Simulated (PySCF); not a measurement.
## Atomic charges by several schemes

Compound: C5H11N.
SMILES with atom numbers: `[CH2:1]=[CH:2][CH2:3][C@H:4]([CH3:5])[NH2:6]` (hydrogens: H7, H8 on C1; H9 on C2; H10, H11 on C3; H12 on C4; H13, H14, H15 on C5; H16, H17 on N6)

Structure used (GFN2-xTB), in Å, numbered top down from 1:
```
atom  x, y, z in Å
C1     2.511    0.340   -0.880
C2     1.496    0.609   -0.080
C3     0.571   -0.422    0.477
C4    -0.883   -0.260   -0.033
C5    -1.549    0.980    0.554
N6    -1.716   -1.411    0.271
H7     2.747   -0.669   -1.177
H8     3.153    1.112   -1.270
H9     1.287    1.632    0.202
H10    0.563   -0.355    1.570
H11    0.930   -1.417    0.197
H12   -0.858   -0.171   -1.127
H13   -1.538    0.937    1.641
H14   -2.582    1.025    0.221
H15   -1.040    1.884    0.233
H16   -1.329   -2.254   -0.138
H17   -1.769   -1.548    1.276
```

Density: PBE0/pcSseg-1 (PySCF); schemes: Mulliken, IAO, Hirshfeld and ESP-fitted. Isolated species at its GFN2-xTB geometry (one conformer only).

Tabulate the Mulliken, IAO, Hirshfeld and ESP-fitted charges.

In e:

```tsv
atom	environment	Mulliken	IAO	Hirshfeld	ESP-fitted
C1	terminal =CH2 carbon	-0.148	-0.326	-0.110	-0.554
C2	alkene CH carbon	-0.247	-0.131	-0.037	-0.003
C3	allylic carbon	-0.145	-0.278	-0.079	-0.343
C4	sp3 carbon bound to nitrogen	-0.158	+0.014	+0.023	+0.486
C5	methyl carbon	-0.219	-0.423	-0.123	-0.570
N6	primary amine nitrogen	-0.413	-0.575	-0.237	-0.971
H7	vinylic hydrogen	+0.105	+0.141	+0.041	+0.221
H8	vinylic hydrogen	+0.113	+0.149	+0.043	+0.197
H9	vinylic hydrogen	+0.107	+0.139	+0.043	+0.124
H10	methylene hydrogen	+0.117	+0.133	+0.036	+0.111
H11	methylene hydrogen	+0.103	+0.128	+0.035	+0.106
H12	methine hydrogen	+0.122	+0.134	+0.035	+0.048
H13	methyl hydrogen	+0.096	+0.130	+0.037	+0.163
H14	methyl hydrogen	+0.125	+0.153	+0.041	+0.161
H15	methyl hydrogen	+0.114	+0.138	+0.040	+0.122
H16	N–H hydrogen	+0.165	+0.239	+0.107	+0.350
H17	N–H hydrogen	+0.163	+0.234	+0.104	+0.352
```

Mean size of the charges over all atoms: ESP-fitted 0.287 e, IAO 0.204 e, Mulliken 0.157 e, Hirshfeld 0.069 e. Each set sums to the total charge, 0, to within 0.001 e. The ESP scheme fits charges at the nuclei, held to the total charge, to the electrostatic potential on points at 1.4 to 2.0 times the van der Waals radii.

Lowest charge. All schemes agree: Mulliken N6 (-0.413); IAO N6 (-0.575); Hirshfeld N6 (-0.237); ESP-fitted N6 (-0.971).

Highest charge. The schemes don't all agree: Mulliken H16 (+0.165); IAO H16 (+0.239); Hirshfeld H16 (+0.107); ESP-fitted C4 (+0.486).

How many electrons does the ESP-fitted scheme count on C5?

Z − q = 6 − (-0.570) = 6.570.

Sum the charges by element, for elements with more than one atom.

```csv
element,atoms,Mulliken,IAO,Hirshfeld,ESP-fitted
C,5,-0.917,-1.143,-0.325,-0.984
H,11,+1.330,+1.718,+0.562,+1.956
```

How closely do the schemes follow one another over all atoms?

Correlation coefficient and root-mean-square difference: IAO with Hirshfeld 0.98, 0.158 e; Hirshfeld with ESP-fitted 0.95, 0.292 e; Mulliken with IAO 0.93, 0.102 e; IAO with ESP-fitted 0.93, 0.175 e; Mulliken with Hirshfeld 0.91, 0.102 e; Mulliken with ESP-fitted 0.76, 0.267 e.

These values come from a run that also computed NMR shieldings. The run took 36 s wall (with the writing of density and orbital grids) on Arm Neoverse N1, one thread, no GPU, shared host, and the process peaked at 0.75 GiB of memory.
